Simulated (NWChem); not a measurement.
Program: NWChem. System: C2H (+1), charge 1, spin multiplicity 1, at a geometry optimised with PBE0/def2-SVP. The structure started from a generated list of species. Level: EOM-CCSD/def2-SVPD, 2 core orbitals frozen.

Input file:

```
start mol
memory heap 100 mb stack 700 mb global 1900 mb
charge 1
geometry units angstroms nocenter noautoz
  C      0.789038     0.075509     0.000000
  C     -0.530345    -0.126256     0.000000
  H     -1.552155     0.304482     0.000000
  symmetry group Cs
end
basis spherical
  * library def2-svpd
end
scf
  rhf
  nopen 0
  maxiter 100
  thresh 1e-7
  semidirect memsize 60000000 filesize 0
end
tce
  freeze core 2
  ccsd
  nroots 2
  2eorb
  2emet 13
  thresh 1e-5
  maxiter 200
  tilesize 24
end
task tce energy
```

NWChem printed:

```
             Northwest Computational Chemistry Package (NWChem) 7.3.0
             --------------------------------------------------------

                                NWChem Input Module
                                -------------------

 Scaling coordinates for geometry "geometry" by  1.889725989
 (inverse scale =  0.529177249)

 Turning off AUTOSYM since
 SYMMETRY directive was detected!

                             Geometry "geometry" -> ""
                             -------------------------

 Output coordinates in angstroms (scale by  1.889725989 to convert to a.u.)

  No.       Tag          Charge          X              Y              Z
 ---- ---------------- ---------- -------------- -------------- --------------
    1 C                    6.0000     0.78903800     0.07550900     0.00000000
    2 C                    6.0000    -0.53034500    -0.12625600     0.00000000
    3 H                    1.0000    -1.55215500     0.30448200     0.00000000

 Effective nuclear repulsion energy (a.u.)      18.4859507278

            Nuclear Dipole moment (a.u.)
            ----------------------------
        X                 Y               Z
 ---------------- ---------------- ----------------
     0.0000056692     0.0000000000     0.0000000000

      Symmetry information
      --------------------

 Group name             Cs
 Group number              2
 Group order               2
 No. of unique centers     3

      Symmetry unique atoms

     1    2    3


 Summary of "ao basis" -> "" (spherical)
 ------------------------------------------------------------------------------
       Tag                 Description            Shells   Functions and Types
 ---------------- ------------------------------  ------  ---------------------
 *                         def2-svpd                  on all atoms

 Summary of "ao basis" -> "ao basis" (spherical)
 ------------------------------------------------------------------------------
       Tag                 Description            Shells   Functions and Types
 ---------------- ------------------------------  ------  ---------------------
 C                         def2-svpd                 8       20   4s2p2d
 H                         def2-svpd                 4        8   2s2p

                                 NWChem SCF Module
                                 -----------------

  ao basis        = "ao basis"
  functions       =    48
  atoms           =     3
  closed shells   =     6
  open shells     =     0
  charge          =   1.00
  wavefunction    = RHF
  use symmetry    = T
  symmetry adapt  = T

 Summary of "ao basis" -> "ao basis" (spherical)
 ------------------------------------------------------------------------------
       Tag                 Description            Shells   Functions and Types
 ---------------- ------------------------------  ------  ---------------------
 C                         def2-svpd                 8       20   4s2p2d
 H                         def2-svpd                 4        8   2s2p

      Symmetry analysis of basis
      --------------------------

        a'         34
        a"         14

 Forming initial guess at       0.0s

      Superposition of Atomic Density Guess
      -------------------------------------

 Sum of atomic energies:         -75.74939025

 Renormalizing density from      13.00 to     12

      Non-variational initial energy
      ------------------------------

 Total energy =     -71.862652
 1-e energy   =    -126.910458
[...]
   0.0005356126743   0.0999626108358    2.72012     0.1     0.1

 Iteration  16 using   32 trial vectors
   0.0000097133354   0.0377963475027    1.02849
   0.0001867540471   0.0999620085433    2.72011     0.1     0.1

 Iteration  17 using   33 trial vectors
   0.0000054276042   0.0377965836202    1.02850
   0.0000670875538   0.0999601141963    2.72005     0.1     0.1

 Iteration  18 using   34 trial vectors
   0.0000044322742   0.0377965967325    1.02850
   0.0000315112006   0.0999600366028    2.72005     0.1     0.1

 Iteration  19 using   35 trial vectors
   0.0000042935750   0.0377966098541    1.02850
   0.0000186940691   0.0999598799391    2.72005     0.1     0.1

 Iteration  20 using   36 trial vectors
   0.0000040937121   0.0377966288167    1.02850
   0.0000084800539   0.0999595618619    2.72004     0.1     0.1
 --------------------------------------------------------------
 Iterations converged
 ------------------

 Excited state root  1
 Excitation energy / hartree =        0.037796628816737
                   / eV      =        1.028499037976899
 largest EOMCCSD amplitudes: R1 and R2

 Singles contributions
     7a'  (alpha) ---     5a'  (alpha)       -0.7502936795

 Doubles contributions
     7a'  (alpha)     7a'  (beta ) ---     5a'  (alpha)     5a'  (beta )        0.3592403036
     7a'  (alpha)     7a'  (beta ) ---     6a"  (alpha)     6a"  (beta )        0.3860976280
 ------------------

 Excited state root  2
 Excitation energy / hartree =        0.099959561861855
                   / eV      =        2.720039231805400
 largest EOMCCSD amplitudes: R1 and R2

 Singles contributions
     7a'  (alpha) ---     5a'  (alpha)        0.1110446726

 Doubles contributions
     7a'  (alpha)     7a'  (beta ) ---     6a"  (alpha)     6a"  (beta )       -0.9410580532
     9a'  (alpha)     9a'  (beta ) ---     6a"  (alpha)     6a"  (beta )        0.1438374306

 =========================================
 Excited-state calculation ( a"  symmetry)
 =========================================
 Dim. of EOMCC iter. space      500

 EOMCCSD SOLVER TYPE  1
  maxdiff =   0.60726896893769378

 No. of initial right vectors    2

 EOM-CCSD right-hand side iterations
 --------------------------------------------------------------
      Residuum       Omega / hartree  Omega / eV    Cpu    Wall
 --------------------------------------------------------------

 Iteration   1 using    2 trial vectors
   0.6059139397663   0.0947440203517    2.57812
   0.5916078709163   0.3424691477116    9.31906     0.2     0.2

 Iteration   2 using    4 trial vectors
   0.1382390590314   0.0082353775030    0.22410
   0.2214031188374   0.2288088005911    6.22621     0.1     0.1

 Iteration   3 using    6 trial vectors
   0.0432865728310   0.0017803340518    0.04845
   0.1851677026430   0.1866466626527    5.07892     0.1     0.1

 Iteration   4 using    8 trial vectors
   0.0168090092839   0.0025580530113    0.06961
   0.2071922463984   0.1561317696468    4.24856     0.1     0.1

 Iteration   5 using   10 trial vectors
   0.0081523377104   0.0026358942744    0.07173
   0.1294002763294   0.1251706275971    3.40607     0.1     0.1

 Iteration   6 using   12 trial vectors
   0.0033674347409   0.0025563549389    0.06956
   0.0708267140079   0.1155890662427    3.14534     0.1     0.1

 Iteration   7 using   14 trial vectors
   0.0012293011686   0.0025190670833    0.06855
   0.0327493951284   0.1129563198064    3.07370     0.1     0.1

 Iteration   8 using   16 trial vectors
   0.0004981374760   0.0024988098939    0.06800
   0.0152951744983   0.1121523613615    3.05182     0.1     0.1

 Iteration   9 using   18 trial vectors
   0.0001926801043   0.0024966153053    0.06794
   0.0072091062872   0.1123401329688    3.05693     0.1     0.1

 Iteration  10 using   20 trial vectors
   0.0000633648569   0.0024977306942    0.06797
   0.0028456353657   0.1124089004296    3.05880     0.1     0.1

 Iteration  11 using   22 trial vectors
   0.0000240172147   0.0024983058770    0.06798
   0.0013515891034   0.1123881011836    3.05824     0.1     0.1

 Iteration  12 using   24 trial vectors
   0.0000075984563   0.0024985022755    0.06799
   0.0005178923118   0.1123993774944    3.05854     0.1     0.1

 Iteration  13 using   25 trial vectors
   0.0000035083942   0.0024985179102    0.06799
   0.0002183548264   0.1124081719237    3.05878     0.1     0.1

 Iteration  14 using   26 trial vectors
   0.0000030820265   0.0024984967204    0.06799
   0.0001363218139   0.1124057229582    3.05872     0.1     0.1

 Iteration  15 using   27 trial vectors
   0.0000028559999   0.0024984911776    0.06799
   0.0000440707322   0.1124087203387    3.05880     0.1     0.1

 Iteration  16 using   28 trial vectors
   0.0000028443464   0.0024984891710    0.06799
   0.0000138421123   0.1124094821484    3.05882     0.1     0.1

 Iteration  17 using   29 trial vectors
   0.0000028561687   0.0024984868387    0.06799
   0.0000047254910   0.1124095488985    3.05882     0.1     0.1
 --------------------------------------------------------------
 Iterations converged
 ------------------

 Excited state root  1
 Excitation energy / hartree =        0.002498486838733
                   / eV      =        0.067987315019407
 largest EOMCCSD amplitudes: R1 and R2

 Singles contributions
     7a'  (alpha) ---     6a"  (alpha)       -0.8995247138

 Doubles contributions
     7a'  (alpha)     9a'  (beta ) ---     5a'  (alpha)     6a"  (beta )       -0.1201583139
     9a'  (alpha)     7a'  (beta ) ---     6a"  (alpha)     5a'  (beta )       -0.1201583139
     9a'  (alpha)     8a"  (beta ) ---     6a"  (alpha)     6a"  (beta )        0.1034408382
     8a"  (alpha)     9a'  (beta ) ---     6a"  (alpha)     6a"  (beta )        0.1034408382
 ------------------

 Excited state root  2
 Excitation energy / hartree =        0.112409548898536
                   / eV      =        3.058820760500384
 largest EOMCCSD amplitudes: R1 and R2

 Singles contributions
     9a'  (alpha) ---     6a"  (alpha)       -0.1236250160

 Doubles contributions
     7a'  (alpha)     7a'  (beta ) ---     5a'  (alpha)     6a"  (beta )       -0.6558798291
     7a'  (alpha)     9a'  (beta ) ---     5a'  (alpha)     6a"  (beta )       -0.1007813844
     7a'  (alpha)     7a'  (beta ) ---     6a"  (alpha)     5a'  (beta )       -0.6558798291
     9a'  (alpha)     7a'  (beta ) ---     6a"  (alpha)     5a'  (beta )       -0.1007813844

 Task  times  cpu:        6.2s     wall:        6.2s

 Total times  cpu:        6.2s     wall:        6.2s
```
